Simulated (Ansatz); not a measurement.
# AlSiH2 (doublet): B2PLYP over vertical spin and charge gaps, def2-QZVPP

How well do these functionals follow the top wave-function level for AlSiH2 (doublet) over vertical spin and charge gaps?

Method: def2-QZVPP, all electrons in the functionals, frozen cores in the correlation of double hybrids and RPA; program: Ansatz 0.2.0, Gaussian basis.

To be run: B2PLYP, at charge 0, doublet; charge 0, quartet; charge 1, singlet; charge 1, triplet.

2 further runs of the same task are left out: 2 set aside as unsound or not needed.

## 1. What is computed

The geometry is a PBE0/def2-TZVP stationary point (not a proven minimum).

4 atoms, charge 0, spin multiplicity 2.

Atoms are counted from 1 here; the program's logs count them from 0.

Bond lengths: Si1–Al2 2.453 Å, Al2–H3 1.595 Å, Al2–H4 1.595 Å. Angles: Si1–Al2–H3 120.0°, Si1–Al2–H4 120.0°, H3–Al2–H4 119.9°.

No dispersion term is added.

The geometry shown and the zero of energy belong to the point charge 0, doublet. The yardstick, UCCSD(T), and other wave-function levels (R restricted, U unrestricted, valence and pair active spaces) come from earlier runs.

## 2. B2PLYP, charge 0, doublet

in.yaml

```yaml
crystal:
  periodic: [false, false, false]
  atoms:
    - {symbol: Si, position_ang: [0.000000, 0.000000, 1.274311]}
    - {symbol: Al, position_ang: [0.000000, 0.000000, -1.178752]}
    - {symbol: H, position_ang: [0.000000, -1.380606, -1.976865]}
    - {symbol: H, position_ang: [0.000000, 1.380606, -1.976865]}
basis:
  gaussian: {orbitals: "def2-QZVPP.json"}
magnetization: {spin_polarized: true, initial_magnetization: 1}
hamiltonian: {xc: {name: B2PLYP}}
correlation: {electrons: outside_noble_gas}
```

Command:

```sh
$ ansatz run in.yaml --threads 1 --pin off --events-out ev --progress --plain --max-ram 2393MiB
```

The program printed:

```text
Functional definition: B2PLYP
  name "B2PLYP"
  cite "Grimme, J. Chem. Phys. 124, 034108 (2006) doi:10.1063/1.2148954"
  cite "Becke, Phys. Rev. A 38, 3098 (1988) doi:10.1103/PhysRevA.38.3098"
  cite "Lee, Yang & Parr, Phys. Rev. B 37, 785 (1988) doi:10.1103/PhysRevB.37.785"
  parameter a = 0.53
  parameter c = 0.27
  exchange = (1 - a)*b88_x + a*exact_x
  correlation = (1 - c)*lyp_c + c*(mp2_os + mp2_ss)
1163 factors; integrals over basis functions are off by at most 7.9e-4 eV
mean field evaluation 1: about -14495.9669 eV, gradient 7.7e0 eV
mean field evaluation 2: about -14496.0055 eV, gradient 7.7e0 eV
mean field evaluation 4: about -14496.7274 eV, gradient 1.1e0 eV
mean field evaluation 8: about -14496.7399 eV, gradient 3.2e-2 eV
mean field evaluation 16: about -14496.7400 eV, gradient 1.5e-4 eV
mean field evaluation 32: about -14496.7575 eV, gradient 2.5e-6 eV
mean field evaluation 64: about -14496.7562 eV, gradient 1.7e-1 eV
mean field -14496.75751859 eV, -532.7460125530 hartree, gradient 2.5e-6 eV, S^2 0.990282; 8 other end points of the search recorded, 0 dependent functions left out
10 core orbitals not correlated: weight in the atoms' cores, before any rotation towards them, 1.000 or more for the frozen orbitals, at most 0.000 for the correlated occupied ones
reference -14496.75766939 eV, -532.7460180950 hartree; 5, 4 occupied and 185, 186 virtual orbitals, 1163 factors
second order -5.51221439 eV of doubles, -0.00000000 eV of singles
Total energy: -14498.24596728 eV, -532.8007120335 hartree
```

Wall time 37 s (1 thread of Arm Neoverse V2, shared host); peak memory 0.5 GiB.

From the report: ⟨S²⟩ of the determinant 0.990 (pure doublet: 0.75).

## 3. B2PLYP, charge 0, quartet

in.yaml: that of step 2 with these lines changed.

```diff
@@ -9,3 +9,3 @@
   gaussian: {orbitals: "def2-QZVPP.json"}
-magnetization: {spin_polarized: true, initial_magnetization: 1}
+magnetization: {spin_polarized: true, initial_magnetization: 3}
 hamiltonian: {xc: {name: B2PLYP}}
```

Same command.

The program printed (excerpt; [...] marks lines left out):

```text
Functional definition: B2PLYP
  name "B2PLYP"
  cite "Grimme, J. Chem. Phys. 124, 034108 (2006) doi:10.1063/1.2148954"
  cite "Becke, Phys. Rev. A 38, 3098 (1988) doi:10.1103/PhysRevA.38.3098"
  cite "Lee, Yang & Parr, Phys. Rev. B 37, 785 (1988) doi:10.1103/PhysRevB.37.785"
[...]
1163 factors; integrals over basis functions are off by at most 7.9e-4 eV
[...]
mean field -14496.35078779 eV, -532.7310654719 hartree, gradient 5.8e-6 eV, S^2 3.752412; 0 other end points of the search recorded, 0 dependent functions left out
10 core orbitals not correlated: weight in the atoms' cores, before any rotation towards them, 1.000 or more for the frozen orbitals, at most 0.000 for the correlated occupied ones
reference -14496.35093982 eV, -532.7310710589 hartree; 6, 3 occupied and 184, 187 virtual orbitals, 1163 factors
second order -5.36243605 eV of doubles, -0.00000000 eV of singles
Total energy: -14497.79879756 eV, -532.7842788492 hartree
```

Wall time 11 s (1 thread of Arm Neoverse V2, shared host); peak memory 0.45 GiB.

From the report: ⟨S²⟩ of the determinant 3.752 (pure quartet: 3.75).

From charge 0, doublet: +43.1 kJ/mol.

## 4. B2PLYP, charge 1, singlet

in.yaml: that of step 3 with these lines changed.

```diff
@@ -9,3 +9,4 @@
   gaussian: {orbitals: "def2-QZVPP.json"}
-magnetization: {spin_polarized: true, initial_magnetization: 3}
+total_charge: 1
+magnetization: {spin_polarized: true, initial_magnetization: 0}
 hamiltonian: {xc: {name: B2PLYP}}
```

The command is unchanged.

The program printed (excerpt; [...] marks lines left out):

```text
Functional definition: B2PLYP
  name "B2PLYP"
  cite "Grimme, J. Chem. Phys. 124, 034108 (2006) doi:10.1063/1.2148954"
  cite "Becke, Phys. Rev. A 38, 3098 (1988) doi:10.1103/PhysRevA.38.3098"
  cite "Lee, Yang & Parr, Phys. Rev. B 37, 785 (1988) doi:10.1103/PhysRevB.37.785"
[...]
1163 factors; integrals over basis functions are off by at most 7.9e-4 eV
[...]
mean field -14489.06321000 eV, -532.4632519276 hartree, gradient 5.1e-6 eV, S^2 0.619354; 10 other end points of the search recorded, 0 dependent functions left out
10 core orbitals not correlated: weight in the atoms' cores, before any rotation towards them, 1.000 or more for the frozen orbitals, at most 0.000 for the correlated occupied ones
reference -14489.06336532 eV, -532.4632576355 hartree; 4, 4 occupied and 186, 186 virtual orbitals, 1163 factors
second order -4.67599289 eV of doubles, -0.00000000 eV of singles
Total energy: -14490.32588340 eV, -532.5096543192 hartree
```

Wall time 35 s (1 thread of Arm Neoverse V2, shared host); peak memory 0.48 GiB.

From the report: ⟨S²⟩ of the determinant 0.619 (pure singlet: 0.00). The determinant is far from a pure spin state, so its energy mixes those of several spin states (harmless only where they are near-degenerate, as at dissociation).

From charge 0, doublet: +764.2 kJ/mol.

## 5. B2PLYP, charge 1, triplet

in.yaml: that of step 4 with these lines changed.

```diff
@@ -10,3 +10,3 @@
 total_charge: 1
-magnetization: {spin_polarized: true, initial_magnetization: 0}
+magnetization: {spin_polarized: true, initial_magnetization: 2}
 hamiltonian: {xc: {name: B2PLYP}}
```

Same command.

The program printed (excerpt; [...] marks lines left out):

```text
Functional definition: B2PLYP
  name "B2PLYP"
  cite "Grimme, J. Chem. Phys. 124, 034108 (2006) doi:10.1063/1.2148954"
  cite "Becke, Phys. Rev. A 38, 3098 (1988) doi:10.1103/PhysRevA.38.3098"
  cite "Lee, Yang & Parr, Phys. Rev. B 37, 785 (1988) doi:10.1103/PhysRevB.37.785"
[...]
1163 factors; integrals over basis functions are off by at most 7.9e-4 eV
[...]
mean field -14488.82380915 eV, -532.4544541086 hartree, gradient 5.8e-6 eV, S^2 2.009180; 2 other end points of the search recorded, 0 dependent functions left out
10 core orbitals not correlated: weight in the atoms' cores, before any rotation towards them, 1.000 or more for the frozen orbitals, at most 0.000 for the correlated occupied ones
reference -14488.82396233 eV, -532.4544597381 hartree; 5, 3 occupied and 185, 187 virtual orbitals, 1163 factors
second order -4.66428851 eV of doubles, -0.00000000 eV of singles
Total energy: -14490.08332023 eV, -532.5007402872 hartree
```

It took 15 s on 1 thread of Arm Neoverse V2, shared host; peak memory 0.45 GiB.

From the report: ⟨S²⟩ of the determinant 2.009 (pure triplet: 2.00).

From charge 0, doublet: +787.6 kJ/mol.

## 6. Against the wave-function levels

No level is safe as a reference over these points; UCCSD(T) serves as a yardstick only. It comes from earlier runs at the same points. Energies in kJ/mol, counted from charge 0, doublet; blanks weren't run or aren't comparable.

```
   level  doublet to quartet  ionisation to the singlet cation  ionisation to the triplet cation
UCCSD(T)                34.9                                                               798.9
  B2PLYP                43.1                             764.2                             787.6
```

Largest miss and mean time a point (UCCSD(T) took 94 s a point; shared hosts):

```
 level  largest miss (kJ/mol)                             where  time a point
B2PLYP                  -11.3  ionisation to the triplet cation          24 s
```

## 7. Results

```
                                  quantity                                            value
              doublet to quartet, UCCSD(T)                                      34.9 kJ/mol
ionisation to the triplet cation, UCCSD(T)                                     798.9 kJ/mol
                      largest miss, B2PLYP  -11.3 kJ/mol (ionisation to the triplet cation)
```

What this shows: Misses are known at 2 of 3 points at best, and only functionals with that many are ranked. B2PLYP strays by up to 11.3 kJ/mol, at ionisation to the triplet cation. B2PLYP clearly breaks the spin symmetry at some points (⟨S²⟩ up to 0.62 above the pure value), so energy there is bought with a mixed spin. Functionals and the yardstick converge differently with the basis, so part of each miss in def2-QZVPP is the basis. The yardstick itself may be off where one determinant is a poor start.
